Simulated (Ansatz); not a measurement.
**H₃O (doublet): wave-function methods side by side at distance H1–H2 along a hydrogen transfer = 0.745 Å, 6-31G**

How much of the correlation energy of H₃O (doublet) does each wave-function method recover here?

Method: 6-31G, core rule «outside noble gas», up to 1 orbitals frozen; program: Ansatz 0.2.0, Gaussian basis.

Plan: UHF; CCSD(T) on ROHF; CCSD(T) on UHF; BCCD(T) on ROHF; CISD; CCSDT(Q) on ROHF; CCSDT(Q) on UHF; CISDTQ; CCSDTQ on ROHF; CCSDTQ on UHF; CASSCF and MRCISD+Q, 3 electrons in 3 orbitals; CASSCF and NEVPT2, 3 electrons in 3 orbitals; CASSCF and MRCISD+Q, 9 electrons in 7 orbitals; CASSCF and NEVPT2, 9 electrons in 7 orbitals; Full CI.

8 further runs of the same task are left out: 6 that didn't finish, 2 set aside as unsound or not needed.

### 1 The system

The geometry derives from fragments relaxed apart (PBE0/def2-TZVP) and kept rigid, so it is no stationary point. A hydrogen atom is moved between rigid fragments.

4 atoms, charge 0, spin multiplicity 2.

Atoms are counted from 1 here; the program's logs count them from 0.

Bond lengths: H1–H2 0.745 Å, H2–O3 1.207 Å, O3–H4 0.973 Å. Angles: H1–H2–O3 180.0°, H2–O3–H4 105.0°.

### 2 UHF

File in.yaml:

```yaml
crystal:
  periodic: [false, false, false]
  atoms:
    - {symbol: H, position_ang: [-1.797966, 0.049803, 0.000000]}
    - {symbol: H, position_ang: [-1.052966, 0.049803, 0.000000]}
    - {symbol: O, position_ang: [0.154034, 0.049803, 0.000000]}
    - {symbol: H, position_ang: [0.405893, -0.890147, 0.000000]}
basis:
  gaussian: {orbitals: 6-31G}
magnetization: {spin_polarized: true, initial_magnetization: 1}
hamiltonian: {xc: hf}
output: {orbitals: {seedname: orbitals}}
```

Started as:

```console
$ ansatz run in.yaml --threads 1 --pin off --events-out ev --progress --plain --max-ram 2393MiB
```

Further steps of the session: CCSD(T) on ROHF; CCSD(T) on UHF; BCCD(T) on ROHF; CISD; CCSDT(Q) on ROHF; CCSDT(Q) on UHF; CISDTQ; CCSDTQ on ROHF; CCSDTQ on UHF; CASSCF and MRCISD+Q, 3 electrons in 3 orbitals; CASSCF and NEVPT2, 3 electrons in 3 orbitals; CASSCF and MRCISD+Q, 9 electrons in 7 orbitals; CASSCF and NEVPT2, 9 electrons in 7 orbitals; Full CI.

**Question.** What will the summary of the whole plan be? Wanted: FCI below the RHF energy; RMP2 from FCI; UMP2 from FCI; RCCSD from FCI; RCCSD(T) from FCI; UCCSD(T) from FCI; RCCSDT(Q) from FCI; UCCSDT(Q) from FCI; NEVPT2 pair from FCI.

As calculated:

```
                         quantity                                                                                                          value
         FCI below the RHF energy                                                                                                     -3.9944 eV
                    RMP2 from FCI                                                                                                     +515.1 meV
                    UMP2 from FCI                                                                                                     +485.8 meV
                   RCCSD from FCI                                                                                                      +55.8 meV
                RCCSD(T) from FCI                                                                                                      +15.2 meV
                UCCSD(T) from FCI                                                                                                      +14.9 meV
               RCCSDT(Q) from FCI                                                                                                       +0.1 meV
               UCCSDT(Q) from FCI                                                                                                       +0.1 meV
             NEVPT2 pair from FCI                                                                                                     +306.4 meV
           MRCISD+Q pair from FCI                                                                                                      +58.7 meV
          NEVPT2 valence from FCI                                                                                                     +386.4 meV
levels within 1 kcal/mol (43 meV)  RCCSD(T), UCCSD(T), BCCD(T), RCCSDT, UCCSDT, CISDTQ, RCCSDT(Q), UCCSDT(Q), RCCSDTQ, UCCSDTQ, MRCISD+Q valence
                    T1 diagnostic                                                                                                          0.036
   effectively unpaired electrons                                                                                                           1.02
```

In words: RCCSD(T) misses by +15.2 meV, 0.4 % of the correlation energy. One determinant dominates. Of the multireference levels listed MRCISD+Q valence comes nearest in total energy (+32.4 meV), which doesn't show that its space is the better one. These misses are within one basis, not against nature; the frozen cores of restricted and unrestricted runs differ, which can shift their rows.
